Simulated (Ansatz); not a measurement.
Geometry optimisation, Ansatz 0.2.0, RKS PBE/cc-pVDZ.

The input (input.yaml):

```yaml
crystal:
  periodic: [false, false, false]
  atoms:
    - { symbol: B, position_ang: [0.065891, -0.504533, -0.325012] }
    - { symbol: Cl, position_ang: [-0.121471, 0.224982, 2.644615] }
    - { symbol: H, position_ang: [1.057033, 0.180481, -0.405925] }
    - { symbol: H, position_ang: [-1.060477, -0.106237, -0.503828] }
    - { symbol: S, position_ang: [0.364587, -2.321714, -0.074195] }
    - { symbol: H, position_ang: [-0.946315, -2.720966, -0.11252] }
    - { symbol: H, position_ang: [0.122954, -1.000913, 2.150265] }
basis:
  gaussian: { orbitals: cc-pVDZ }
hamiltonian:
  xc: pbe
relax:
  f_tol: 0.03
  max_steps: 50
```

Command:

```bash
$ ansatz run input.yaml --threads 1 --pin off --max-ram 2048MiB --backend cpu --events-out ev --progress --plain --runs-dir out
```

Where does it end, and by what steps?

The forces met the threshold. After 20 steps the energy has fallen by 0.088 eV; Cl2 moved furthest, 1.04 Å.

```tsv
step	energy less start (eV)	largest force component (eV/Å)	accepted
0	0.0000	0.946	yes
1	-0.0334	0.743	yes
2	-0.0599	0.551	yes
3	-0.0695	0.324	yes
4	-0.0613	0.746	no
5	-0.0790	0.160	yes
6	-0.0799	0.307	yes
7	-0.0804	0.248	yes
8	-0.0841	0.075	yes
9	-0.0851	0.072	yes
10	-0.0859	0.063	yes
11	-0.0862	0.092	yes
12	-0.0838	0.231	no
13	-0.0868	0.092	yes
14	-0.0870	0.082	yes
15	-0.0873	0.055	yes
16	-0.0875	0.048	yes
17	-0.0876	0.051	yes
18	-0.0877	0.037	yes
19	-0.0877	0.033	yes
20	-0.0878	0.022	yes
```

```xyz
7
Properties=species:S:1:pos:R:3
B 0.072 -0.505 -0.764
Cl -0.097 -0.300 3.547
H 1.053 0.193 -0.867
H -0.995 -0.247 -1.272
S 0.302 -1.998 0.204
H -0.971 -2.503 0.136
H 0.118 -0.888 2.391
```

Whether the end is a true minimum wasn't checked by a vibrational analysis.

The run took 38 s on 1 thread of Arm Neoverse V2, with other jobs on the host, peak memory 0.13 GiB.
